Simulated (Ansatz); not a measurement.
For graphite, PBE-D3(BJ) in Ansatz (plane waves, PAW) gives:

```
Quantity                         Result
------------------------------  -------
equilibrium lattice constant a  2.465 Å
c axis length                   6.738 Å
```

**Question.** What does PBE0-D4 (plane waves, PAW; Ansatz, an electronic-structure program) give for the same quantities?

**Answer.** 
- lattice constant a: 2.443 Å (falls by 0.9 %)
- lattice parameter c: 6.583 Å (shrinks by 2.3 %)

For comparison: lattice constant a 2.461 Å (measured, 300 K, not corrected to a static lattice, our sources range from 2.456 to 2.461; as tabulated in Wikipedia's data pages); lattice parameter c 6.67 Å (measured, low temperature, zero-point motion not removed; as tabulated in Berland et al. (2010), arXiv:1007.3305).

Changes are worked out from the printed values.

Unless a cell is named, each level is at its own relaxed cell (PBE-D3(BJ) 8.86, PBE0-D4 8.51 Å³/atom).

Caveats: exact exchange on metals is sensitive to the k mesh and can open a false gap (PBE0-D4); the run warned that the count of filled bands differs between k points (PBE0-D4). Ansatz's density-functional and Hartree–Fock values are scalar-relativistic unless marked +SOC, with PAW data made under PBE.
